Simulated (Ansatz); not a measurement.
**[PO3]− (metaphosphate (po31-) (8ci,9ci)): CCSDT(Q)/STO-3G**

Aim: the energy change on altering one bond length of [PO3]− (metaphosphate (po31-) (8ci,9ci)) at CCSDT(Q)/STO-3G, from 2 runs. 

The results are computed with Ansatz 0.2.0.

10 further runs of the same task are left out: 9 that didn't finish, 1 set aside as unsound or not needed.

### 1 Starting point

[PO3]− has 4 atoms, charge -1, and is taken as a singlet. As SMILES, `O=P(=O)[O-]`. The coordinates come from a GFN2-xTB relaxation.

Bond lengths: O1–P2 1.482 Å, P2–O3 1.482 Å, P2–O4 1.482 Å. Angles: O1–P2–O3 120.0°, O1–P2–O4 120.0°, O3–P2–O4 120.0°.

### 2 The energy at CCSDT(Q)/STO-3G

job.yaml reads:

```yaml
crystal:
  periodic: [false, false, false]
  atoms:
    - {symbol: O, position_ang: [0.579960, -0.419440, -1.297400]}
    - {symbol: P, position_ang: [0.000330, 0.000460, -0.000130]}
    - {symbol: O, position_ang: [-1.057020, 1.037780, 0.038020]}
    - {symbol: O, position_ang: [0.476740, -0.618790, 1.259510]}
basis:
  gaussian: {orbitals: STO-3G}
total_charge: -1
magnetization: {spin_polarized: false, initial_magnetization: 0}
correlation: {method: ccsdt_q, frozen_orbitals: {O: 1, P: 5}}
accuracy: high
scf: {omitted_lower_state_checks: [cluster_reference, increment]}
```

Launch:

```
$ ansatz run job.yaml --threads 1 --pin off --max-ram 2610MiB --events-out events.jsonl --progress --plain --runs-dir runs
```

Output, cut to the lines that bear on the results:

```text
Warning: RAYON_NUM_THREADS=1 ignored (pool sized by the plan → 1); use --threads N
Functional definition: HF
  name "HF"
[...]
463 factors; integrals over basis functions are off by at most 2.3e-8 eV
[...]
mean field -15186.53702320 eV, -558.0949417981 hartree, gradient 9.1e-8 eV, S^2 0.000000; 0 other end points of the search recorded, 0 dependent functions left out
8 core orbitals not correlated: weight in the atoms' cores, before any rotation towards them, 1.000 or more for the frozen orbitals, at most 0.000 for the correlated occupied ones
reference -15186.53702320 eV, -558.0949417981 hartree; 12, 12 occupied and 4, 4 virtual orbitals, 463 factors
second order -4.94863313 eV of doubles, -0.00000000 eV of singles
cycle   1  -4.55463912 eV  change    3.9e-1 eV  update   1.8e-1
[...]
cycle  27  -5.69814720 eV  change  -1.4e-10 eV  update  5.1e-10
perturbative correction -0.03353750 eV, -0.0012324803 hartree
Total energy: -15192.26870789 eV, -558.3055773255 hartree
Checks for a lower state left out: cluster_reference, increment
```

Run time: 0.77 s. Hardware: 1 thread of Arm Neoverse V1, shared host.

### 3 The distorted shape

in.yaml reads:

```yaml
crystal:
  periodic: [false, false, false]
  atoms:
    - {symbol: O, position_ang: [0.724858, -0.524408, -1.621696]}
    - {symbol: P, position_ang: [0.000330, 0.000460, -0.000130]}
    - {symbol: O, position_ang: [-1.057020, 1.037780, 0.038020]}
    - {symbol: O, position_ang: [0.476740, -0.618790, 1.259510]}
basis:
  gaussian:
    orbitals: STO-3G
correlation:
  method: ccsdt_q
  frozen_orbitals: {O: 1, P: 5}
scf:
  omitted_lower_state_checks: [cluster_reference, increment]
total_charge: -1
accuracy: high
```

Launch:

```
$ ansatz run in.yaml --threads 1 --pin off --max-ram 2610MiB --events-out events.jsonl --progress --plain --runs-dir runs
```

Output, cut to the lines that bear on the results:

```text
Warning: RAYON_NUM_THREADS=1 ignored (pool sized by the plan → 1); use --threads N
[... 2 set-up lines as earlier in the session ...]
[...]
458 factors; integrals over basis functions are off by at most 2.6e-8 eV
[...]
mean field -15186.04063794 eV, -558.0766999761 hartree, gradient 2.8e-8 eV, S^2 0.000000; 1 other end points of the search recorded, 0 dependent functions left out; unrestricted orbitals would lower it
8 core orbitals not correlated: weight in the atoms' cores, before any rotation towards them, 1.000 or more for the frozen orbitals, at most 0.000 for the correlated occupied ones
reference -15186.04063794 eV, -558.0766999761 hartree; 12, 12 occupied and 4, 4 virtual orbitals, 458 factors
second order -4.94664452 eV of doubles, -0.00000000 eV of singles
cycle   1  -4.70942297 eV  change    2.4e-1 eV  update   1.9e-1
[...]
cycle  36  -6.10072956 eV  change   2.3e-11 eV  update   1.2e-9
perturbative correction -0.05243151 eV, -0.0019268225 hartree
Total energy: -15192.19379900 eV, -558.3028244746 hartree
Checks for a lower state left out: cluster_reference, increment
```

It took 0.99 s on 1 thread of Arm Neoverse V1, shared host.

### 4 Summary of results

Level: CCSDT(Q)/STO-3G, 8 core orbitals frozen.

| quantity | value |
| --- | --- |
| first shape: total energy | -558.30558 Eh |
| first shape: correlation energy (8 core orbitals frozen) | -210.6 mEh |
| first shape: T1 diagnostic | 0.023 |
| distorted shape: total energy | -558.30282 Eh |
| distorted shape: correlation energy (8 core orbitals frozen) | -226.1 mEh |
| distorted shape: T1 diagnostic | 0.040 |
| energy change with the O1–P2 bond stretched from 1.482 to 1.852 Å | 0.075 eV |

In words: With the O1–P2 bond stretched from 1.482 to 1.852 Å the energy rises by 0.07 eV (7.2 kJ/mol). The first shape isn't relaxed at this level, so the change isn't measured from a minimum. The minimal basis adds a large error of its own. The T1 diagnostic (first shape) of 0.023 is above the customary mark for such species, so a single reference may not serve. The T1 diagnostic (distorted shape) of 0.040 is above the customary mark for such species, so a single reference may not serve. The restricted solution (distorted shape) is unstable to spin breaking: an unrestricted one lies lower.
